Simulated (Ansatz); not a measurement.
Breaking a bond: NH, triplet.

Level of theory: Ansatz (a program for electronic structure) with full CI/cc-pVDZ, frozen core.

Q: Relative to R = 1.04 Å, what are the energies at R = 1.41, 1.88, 2.27, 3.15 Å?

A: 39.2 mEh at 1.41 Å, 92.3 mEh at 1.88 Å, 108.0 mEh at 2.27 Å, 113.5 mEh at 3.15 Å.
